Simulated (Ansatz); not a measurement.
Rutile CrO2, treated with PBE-D3(BJ) (PAW; Ansatz, a quantum-chemistry and plane-wave program).

Run with plane-wave cutoff 520 eV, 12×12×18 k mesh (along the axes of the cell as run), Fermi–Dirac smearing 0.05 eV, spin-polarised with parallel moments, scalar-relativistic PAW data made under PBE.

Response to compression and expansion:

Shape and atoms are relaxed at each volume.

```tsv
V (Å³/atom)	P (GPa)	c (Å)	a (Å)
9.104	10.86	2.884	4.352
9.294	5.11	2.898	4.387
9.484	0.00	2.912	4.421
9.673	-4.53	2.925	4.454
9.863	-8.54	2.937	4.489
```

Note: the bulk modulus comes from volumes at which shape and atoms were relaxed.
